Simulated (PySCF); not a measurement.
Compound: C₅H₈F (charge +1).
SMILES: `FCC[CH+]C=C`

Computed with TDDFT wB97X-D/def2-SVPD, vertical, gas phase, core orbitals frozen in the response (PySCF). Geometry: GFN2-xTB, one conformer, isolated ion. Torsions of this conformer, `[CH2:1]=[CH:2][CH+:3][CH2:4][CH2:5][F:6]`: C1–C2–C3–C4 -178°, C2–C3–C4–C5 -155°, C3–C4–C5–F6 -40°.

Computed states:

| state | E (eV) | f |
| --- | --- | --- |
| S1 | 4.54 | 0.102 |
| S2 | 4.67 | 0.047 |
| S3 | 5.32 | 0.123 |
| S4 | 5.54 | 0.264 |
| S5 | 6.06 | 0.0008 |
| S6 | 6.88 | 0.0035 |
| S7 | 7.70 | 0.0098 |
| S8 | 8.07 | 0.0005 |

Broadening: Gaussians 0.3 eV wide at half height, area fixed by f = 4.319×10⁻⁹ ∫ε dν̃. The width is an assumption, not a result. The curve ends short of the highest state used, and states not computed would add to its high-energy end.

(1) What does the envelope look like, and where are its maxima?

(2) On this curve, what absorbance would a 10⁻⁴ mol/L sample give at 280 nm over a 1 cm path?

(3) Coming from long wavelengths, where does ε first pass 100 L mol⁻¹ cm⁻¹?

(4) Does any computed singlet lie in the visible range?

Results:

(1) 
λ (nm), ε (L mol⁻¹ cm⁻¹) and a bar:
```
    166.1        166 
    170.0          7 
    173.9         47 
    177.8        243 
    181.7        284 
    185.6         90 
    189.5          9 
    193.4          2 
    197.4         16 
    201.3         52 
    205.2         77 
    209.1        247 
    213.0       2004 ##
    216.9       8928 ##########
    220.8      20433 #######################
    224.7      26828 ##############################
    228.6      23979 ###########################
    232.5      17550 ####################
    236.5      10725 ############
    240.4       5076 ######
    244.3       1751 ##
    248.2        603 #
    252.1        855 #
    256.0       2313 ###
    259.9       5025 ######
    263.8       8445 #########
    267.7      11236 #############
    271.6      12002 #############
    275.6      10296 ############
    279.5       7189 ########
    283.4       4110 #####
    287.3       1942 ##
    291.2        767 #
    295.1        256 
    299.0         73 
    302.9         18
```

Maxima: 271 nm (4.58 eV), ε about 12000, made up of S1 (73%) and S2 (27%); 225 nm (5.51 eV), ε about 27000, made up of S3 (15%) and S4 (85%); 180 nm (6.88 eV), ε about 310, made up of S6 (100%) (ε in L mol⁻¹ cm⁻¹; maxima over ε = 5, shares over 10%). At its high-energy end, 7.47 eV, the curve is still rising (ε about 180, from S7).

(2) 280 nm is 4.428 eV, where ε is about 6800 L mol⁻¹ cm⁻¹, so A = ε c l ≈ 0.68 (Beer–Lambert, with the gas-phase spectrum and the assumed width).

(3) At about 298 nm (4.16 eV), 0.38 eV below S1.

(4) No computed singlet lies in the visible range (380 to 750 nm); the lowest, at 273 nm, stands 1.28 eV above its violet end (3.26 eV); a Tamm–Dancoff triplet lies at 445 nm, without intensity as long as spin–orbit coupling is left out.

The run took about 60 s of CPU time (one thread, shared machine).
